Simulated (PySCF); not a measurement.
**C: electron affinity**

C⁻ [He] 2s2 2p3 [2p1/2^2 2p3/2^1, M_J = 3/2] → C [He] 2s2 2p2 [2p1/2^2, M_J = 0], as a difference of total energies. Calculation: PySCF 2.14, in x2c-TZVPall-2c with one added diffuse shell each of s, p, d type (6s4p3d1f, 40 functions); the two-component X2C-1e Hamiltonian. Correlated levels: 1s2 frozen. "Screened" scales the spin-orbit matrix elements by Boettger's factors to mimic the two-electron term; Breit and QED terms are absent.

| method | electron affinity (eV) |
| --- | --- |
| GHF (spin-free) | 0.525 |
| GMP2 (spin-free) | 1.243 |
| GHF (screened spin-orbit) | 0.523 |
| GMP2 (screened spin-orbit) | 1.241 |

Question: How much does correlation contribute at GMP2 (screened spin-orbit)?

Answer: 1.241 − (0.523) = 0.718 eV, measured against GHF (screened spin-orbit).

Errors of the correlated levels include the incompleteness of this basis and the frozen core.

The labels give the starting determinants; with spin-orbit coupling the two ends relaxed to ⟨J²⟩ = 3.76, ⟨L²⟩ = 0.00, ⟨S²⟩ = 3.76 and ⟨J²⟩ = 2.00, ⟨L²⟩ = 2.00, ⟨S²⟩ = 2.01.

The determinant of C mixes levels of different J (the jj label is only the starting occupation), so the difference between spin-free and spin-orbit rows is not the physical spin-orbit shift.

For comparison: 1.262 eV (measured; photodetachment measurements, as compiled on the Wikipedia data page of electron affinities).
